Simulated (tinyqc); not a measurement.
Inside a calculation. Method: extended Hueckel theory, for LiF. Computed by tinyqc, a small Python program that keeps every step (integrals from PySCF). Settings: charge = 0, K = 2.0, weighted = 1, multiplicity = 1. Command: `OMP_NUM_THREADS=1 python tinyqc.py 28352 28353 out.jsonl` (the two numbers bound the seeds that draw the settings). One thread of a shared host (Intel(R) Xeon(R) Processor @ 2.60GHz), about 0.01 s of CPU time with the checks.

## Overlaps

Geometry (angstrom):

| atom | x | y | z |
|---|---|---|---|
| Li | 0.000000 | 0.000000 | 0.000000 |
| F | 0.000000 | 0.000000 | 1.768000 |

Parameters chosen for this run:

| element | shell | Slater exponent | H_ii (eV) |
|---|---|---|---|
| Li | 2s | 0.650000 | -5.400000 |
| Li | 2p | 0.650000 | -3.500000 |
| F | 2s | 2.425000 | -40.000000 |
| F | 2p | 2.425000 | -18.100000 |

Slater orbitals, each expanded in six Gaussians scaled to its exponent.

overlap S, lower triangle:
```
            1Li 2s   1Li 2px   1Li 2py    1Li 2pz     2F 2s    2F 2px    2F 2py    2F 2pz
1Li 2s    1.000000
1Li 2px   0.000000  1.000000
1Li 2py   0.000000  0.000000  1.000000
1Li 2pz   0.000000  0.000000  0.000000   1.000000
2F 2s     0.247840  0.000000  0.000000   0.383145  1.000000
2F 2px    0.000000  0.111771  0.000000   0.000000  0.000000  1.000000
2F 2py    0.000000  0.000000  0.111771   0.000000  0.000000  0.000000  1.000000
2F 2pz   -0.071508  0.000000  0.000000  -0.090510  0.000000  0.000000  0.000000  1.000000
```

## Wolfsberg-Helmholz matrix

diagonal H_ii (eV): 1Li 2s -5.400000, 1Li 2px -3.500000, 1Li 2py -3.500000, 1Li 2pz -3.500000, 2F 2s -40.000000, 2F 2px -18.100000, 2F 2py -18.100000, 2F 2pz -18.100000

K = 2.000000

H_ij = K' S_ij (H_ii + H_jj)/2 for i != j (the diagonal keeps H_ii), with K' = K + D^2 + D^4 (1 - K), D = (H_ii - H_jj)/(H_ii + H_jj), K = 2.

H (eV), lower triangle:
```
             1Li 2s    1Li 2px    1Li 2py     1Li 2pz       2F 2s      2F 2px      2F 2py      2F 2pz
1Li 2s    -5.400000
1Li 2px    0.000000  -3.500000
1Li 2py    0.000000   0.000000  -3.500000
1Li 2pz    0.000000   0.000000   0.000000   -3.500000
2F 2s    -12.621675   0.000000   0.000000  -18.403151  -40.000000
2F 2px     0.000000  -2.713790   0.000000    0.000000    0.000000  -18.100000
2F 2py     0.000000   0.000000  -2.713790    0.000000    0.000000    0.000000  -18.100000
2F 2pz     1.854154   0.000000   0.000000    2.197580    0.000000    0.000000    0.000000  -18.100000
```

## Orbitals

valence electrons = 8

Solve H C = S C e through S^(-1/2); fill by pairs from the bottom, a degenerate level sharing its electrons equally; each orbital has its largest coefficient positive (the first on a tie).

orbital energies (eV): -40.425112  -18.132267  -18.132267  -18.128220  -4.839234  -3.126669  -3.126669  11.226482

occupations: 2.000000  2.000000  2.000000  2.000000  0.000000  0.000000  0.000000  0.000000

coefficients:
```
              MO1       MO2        MO3        MO4        MO5        MO6        MO7        MO8
1Li 2s   0.070794  0.000000   0.000000  -0.029650   0.859074   0.000000   0.000000   0.584414
1Li 2px  0.000000  0.045301  -0.011197   0.000000   0.000000   0.937998   0.361431   0.000000
1Li 2py  0.000000  0.011197   0.045301   0.000000   0.000000  -0.361431   0.937998   0.000000
1Li 2pz  0.075262  0.000000   0.000000  -0.020746  -0.511695   0.000000   0.000000   0.964953
2F 2s    0.949411  0.000000   0.000000   0.021887  -0.038240   0.000000   0.000000  -0.603421
2F 2px   0.000000  0.964678  -0.238441   0.000000   0.000000  -0.148112  -0.057071   0.000000
2F 2py   0.000000  0.238441   0.964678   0.000000   0.000000   0.057071  -0.148112   0.000000
2F 2pz   0.008213  0.000000   0.000000   0.995450   0.029803   0.000000   0.000000   0.158690
```

sum of one-electron energies = -189.635733 eV

Within a degenerate level the vectors are fixed only up to a rotation; this is one choice.

## Mulliken analysis

P = C n C^T; charge = valence electrons (Li 1, F 7) minus the sum of (P S)_ii on the atom; overlap population = 2 sum P_ij S_ij between two atoms.

charges: 1Li 0.851422, 2F -0.851422

Overlap populations:

| pair | value |
|---|---|
| 2-1 | 0.231794 |
